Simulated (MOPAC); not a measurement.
MOPAC input (PM3):

```
PM3 1SCF CHARGE=1 GEO-OK AUX(PRECISION=9) THREADS=1
C2H4N

C    -0.00957936 1    0.00763515 1   -1.26573338 1
C     0.00126974 1   -0.00101203 1    0.16777228 1
N     0.00988189 1   -0.00787628 1    1.30570700 1
H     0.00633831 1    1.04329069 1   -1.61633999 1
H     0.87344293 1   -0.52304743 1   -1.63235089 1
H    -0.91661809 1   -0.49088277 1   -1.61860927 1
H     0.01752135 1   -0.01396524 1    2.31511772 1
```

Problem. What heat of formation does the run end on, and which ionisation energy by Koopmans theorem?

Solution. 199.28 kcal/mol; 18.54 eV.
